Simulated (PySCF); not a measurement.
# A thermochemical cycle for SiB

PBE in PySCF with def2-TZVPPD on every atom, for the lowest determinant that a PBE0 search found; no spin–orbit coupling. SiB, a quartet (σ ↑, π ↑↑), has De = 3.76 eV to neutral atoms, and SiB⁺, a triplet (σ ↑, π ↑), has De = 2.98 eV to Si⁺ + B.

The adiabatic ionisation energy of SiB, between the minima, is 8.97 eV.

**Question.** Which ionisation energy of the Si atom does this level give?

**Answer.** IE(Si) = IE(molecule) + De(ion) − De(neutral) = 8.97 + 2.98 − 3.76 = 8.19 eV; the measured value is 8.152 eV (NIST ASD).

For an ion De counts to the pair picked by the measured ionisation energies or electron affinities, which need not be the lowest pair at this level. States were picked by a PBE0 search and need not be the measured ground states.
